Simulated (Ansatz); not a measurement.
**Two structures, one formula**

The two ends of one reaction step of Si$_{2}$H$_{6}$O, closed shell (PBE0-D4/def2-TZVP).

A:

Si1  (0.277, 1.528, 0.025)
Si2  (1.106, -0.668, 0.428)
H3  (-1.943, 1.133, -1.234)
O4  (-1.133, 0.615, -1.170)
H5  (-0.660, 1.316, 1.218)
H6  (-0.041, -1.621, 0.172)
H7  (2.206, -1.145, -0.459)
H8  (1.541, -0.901, 1.835)
H9  (-1.353, -0.257, -0.812)
(Å)

B:

Si1  (-0.545, 0.721, -0.056)
Si2  (1.150, -0.822, 0.404)
H3  (0.023, 1.944, -0.696)
O4  (-1.625, -0.031, -1.057)
H5  (-1.200, 1.168, 1.208)
H6  (0.599, -2.028, 1.079)
H7  (1.840, -1.240, -0.845)
H8  (2.146, -0.184, 1.309)
H9  (-2.388, 0.472, -1.346)
(Å)

Program: Ansatz 0.2.0. Basis: def2-TZVPP. Cores are frozen in the correlated methods. B3LYP uses VWN-RPA correlation.

Question: Which structure is lower at CCSD(T), and by how much? (Judge from chemistry; the value comes from the calculation.)

Answer: By the calculation: B, by 2.391 eV (electronic energy, against the other). By their contacts, A is Si₂H₆O ([OH2][SiH][SiH3]) and B is Si₂H₆O ([OH][SiH2][SiH3]).

All methods give the same order:

```csv
method,E(B) − E(A) (eV)
SPW92,-2.137
PBE-D4,-2.181
BLYP-D4,-2.258
r2SCAN-D4,-2.446
B97M-V,-2.301
PBE0-D4,-2.318
B3LYP-D4,-2.373
r2SCAN0-D4,-2.485
BHLYP-D4,-2.528
CAM-B3LYP-D4,-2.469
wB97X-V,-2.485
wB97M-V,-2.286
B2PLYP,-2.459
PBE-QIDH,-2.479
RPA on PBE,-2.335
HF,-2.739
MP2,-2.515
CCSD,-2.439
CCSD(T),-2.391
```

The T1 diagnostic stays at or below 0.014.

Labels in which every atom is bracketed show which atoms are joined, not bond orders.

For scale, one of the runs: CCSD(T)/def2-TZVPP, 199 basis functions, launched by `ansatz run in.yaml --threads 2 --pin off --events-out ev --progress --plain --max-ram 4352MiB`. The run took 45 s on 2 CPU threads of an Arm Neoverse V1 (shared host), with 2.2 GiB of host memory at its peak.
